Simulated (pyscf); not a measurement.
Thermochemistry of product channels of :N–F [triplet] + F–Ge:–F [triplet] on the triplet surface, in eV, from ωB97M-D3(BJ)/def2-TZVP energies (ideal gas, 1 atm, RRHO with modes under 100 cm⁻¹ raised to 100, one conformer, R ln 2 for rigid chiral ones). PySCF, gas phase, ωB97X-D3(BJ)/def2-SVP geometries.

```json
[
 {"products": "[N=Ge(F)–F]• + F•", "ΔE": "-0.84", "ΔH(298 K)": "-0.83", "ΔG(600 K)": "-0.59", "ΔG(900 K)": "-0.48"},
 {"products": ":N–Ge(F)(F)–F [triplet]", "ΔE": "-5.65", "ΔH(298 K)": "-5.60", "ΔG(600 K)": "-4.57", "ΔG(900 K)": "-4.07"}
]
```

These are energies of the channels, which say nothing of barriers. F–Ge:–F [triplet] is an excited spin state, 3.67 eV over the singlet at ωB97X-D3(BJ). Left out: orbital degeneracy and the spin-orbit lowering of F. Elements up to Kr have no core potential and no relativistic terms here.
